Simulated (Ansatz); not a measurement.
Geometry optimisation, RKS CAM-B3LYP/def2-SVP in Ansatz 0.2.0.

Input:

```yaml
crystal:
  periodic: [false, false, false]
  atoms:
    - { symbol: C, position_ang: [-0.94872, 0.60232, -0.40159] }
    - { symbol: Si, position_ang: [0.53592, -0.28417, 0.25151] }
    - { symbol: "N", position_ang: [1.83979, -0.90745, 0.89829] }
    - { symbol: H, position_ang: [-1.73118, -0.1123, -0.69273] }
    - { symbol: H, position_ang: [-0.68958, 1.20306, -1.28425] }
    - { symbol: H, position_ang: [-1.3679, 1.27578, 0.35841] }
    - { symbol: H, position_ang: [2.36167, -1.77725, 0.87037] }
total_charge: 1
basis:
  gaussian: { orbitals: def2-SVP }
hamiltonian:
  xc: cam_b3lyp
relax:
  f_tol: 0.02
  max_steps: 40
scf:
  lower_state_search: "off"
```

Command:

```bash
$ ansatz run input.yaml --threads 1 --pin off --max-ram 2048MiB --backend cpu --events-out ev --progress --plain --runs-dir out
```

Question: Where does it end, and by what steps?

Answer: It converged. Limits of this set-up: the dipole of an ion depends on the origin. After 6 steps the energy has fallen by 0.315 eV; N3 moved furthest, 0.30 Å.

```tsv
step	energy less start (eV)	largest force component (eV/Å)	accepted
0	0.0000	2.796	yes
1	-0.1263	1.286	yes
2	-0.1803	1.064	yes
3	-0.2339	1.428	yes
4	-0.2669	0.669	yes
5	-0.3140	0.126	yes
6	-0.3152	0.007	yes
```

```xyz
7
Properties=species:S:1:pos:R:3
C -0.958 0.617 -0.402
Si 0.490 -0.318 0.201
N 1.685 -1.085 0.707
H -1.742 -0.101 -0.691
H -0.648 1.220 -1.270
H -1.314 1.268 0.412
H 2.487 -1.601 1.043
```

Time of the run: 12 s on 1 CPU thread of a shared host.
